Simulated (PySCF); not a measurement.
Species, as SMILES: N#N (N2).
Geometry (B3LYP-D3(BJ)/def2-TZVP, fixed):
```xyz
2

N      0.0000     0.0000    -0.5454
N      0.0000     0.0000     0.5454
```

Basis-set convergence of the mean static polarisability at PBE with PySCF. All functions are spherical. Density fitting with generated auxiliary sets. No added dispersion term, no relativity. Reference: the value in aug-cc-pV5Z, 12.17 bohr³. Deviations are taken from unrounded values.

```
basis        functions  mean static polarisability (bohr³)
-----------  ---------  ----------------------------------
cc-pVDZ             28                                8.20
aug-cc-pVDZ         46                               11.93
def2-SVP            28                                8.31
def2-SVPD           40                               11.03
pcseg-1             28                                8.69
aug-pcseg-1         46                               12.13
6-311G**            36                                8.68
6-311+G**           44                               10.50
cc-pVTZ             60                                9.78
aug-cc-pVTZ         92                               12.12
pcseg-2             60                               10.59
aug-pcseg-2         92                               12.12
def2-TZVPP          62                               10.51
def2-TZVPPD         74                               11.91
cc-pVQZ            110                               10.79
aug-cc-pVQZ        160                               12.17
def2-QZVPP         114                               11.04
def2-QZVPPD        126                               12.10
pcseg-3            120                               11.45
aug-pcseg-3        170                               12.17
cc-pV5Z            182                               11.37
aug-cc-pV5Z        254                               12.17
```

What the diffuse functions change, pair by pair:
- cc-pVDZ to aug-cc-pVDZ: 18 more functions, deviation -32.7 to -2.0 %
- def2-SVP to def2-SVPD: 12 more functions, deviation -31.7 to -9.4 %
- pcseg-1 to aug-pcseg-1: 18 more functions, deviation -28.6 to -0.3 %
- 6-311G** to 6-311+G**: 8 more functions, deviation -28.7 to -13.7 %
- cc-pVTZ to aug-cc-pVTZ: 32 more functions, deviation -19.7 to -0.5 %
- pcseg-2 to aug-pcseg-2: 32 more functions, deviation -13.0 to -0.4 %
- def2-TZVPP to def2-TZVPPD: 12 more functions, deviation -13.7 to -2.2 %
- cc-pVQZ to aug-cc-pVQZ: 50 more functions, deviation -11.4 to -0.1 %
- def2-QZVPP to def2-QZVPPD: 12 more functions, deviation -9.3 to -0.6 %
- pcseg-3 to aug-pcseg-3: 50 more functions, deviation -5.9 to 0.0 %
- cc-pV5Z to aug-cc-pV5Z: 72 more functions, deviation -6.6 to 0.0 %

Leaving out the reference's own pair, they bring the value nearer the reference by more than 0.1 % in 10 of 10 pairs.
